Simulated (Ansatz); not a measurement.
## A ladder of methods for BSiH4 (SMILES B[SiH2])

The species is BSiH4 (6 atoms), meant as a doublet with charge 0. As SMILES, `B[SiH2]`. The coordinates come from a GFN2-xTB relaxation.

```csv
atom,x (Å),y (Å),z (Å)
B,-0.0037,-1.0372,0.1147
Si,0.0044,0.8296,-0.0920
H,-0.7310,-1.5643,0.8763
H,0.7175,-1.7251,-0.5125
H,0.8281,1.6590,-0.9881
H,-0.8153,1.8380,0.6016
```

Each level gives the energy change with the B1–H3 bond stretched from 1.178 to 2.355 Å (eV). The values are calculated.

| level | kind | program | value (eV) |
| --- | --- | --- | --- |
| UBLYP/STO-3G | GGA | Ansatz | 5.00 |
| UPBE/STO-3G | GGA | Ansatz | 5.15 |
| U-r2SCAN/STO-3G | meta-GGA | Ansatz | 5.13 |
| U-r2SCAN0/STO-3G | hybrid meta-GGA | Ansatz | 5.24 |
| U-wB97M-V/STO-3G | range-separated hybrid | Ansatz | 5.59 |
| UHSE06/STO-3G | range-separated hybrid | Ansatz | 5.38 |
| UB2PLYP/STO-3G | double hybrid | Ansatz | 5.33 |
| RPA@PBE/STO-3G | RPA | Ansatz | 5.14 |
| UMP2/STO-3G | perturbation theory | Ansatz | 5.09 |
| UCCSDT/STO-3G | coupled cluster or CI | Ansatz | 4.70 |

The first shape isn't each level's own minimum. The values span 4.70 to 5.59 eV. Spin contamination of the reference (⟨S²⟩ at least 0.1 too high) touches UBLYP/STO-3G, UPBE/STO-3G, U-r2SCAN/STO-3G, U-r2SCAN0/STO-3G, U-wB97M-V/STO-3G, UHSE06/STO-3G, UB2PLYP/STO-3G, RPA@PBE/STO-3G, UMP2/STO-3G, UCCSDT/STO-3G. The coupled-cluster rows rest on a doubtful reference here (large T1 or Brueckner and Hartree–Fock orbitals at odds), and rows may lie in different states. All rows use very small basis sets, so even the best lies far from the true value.
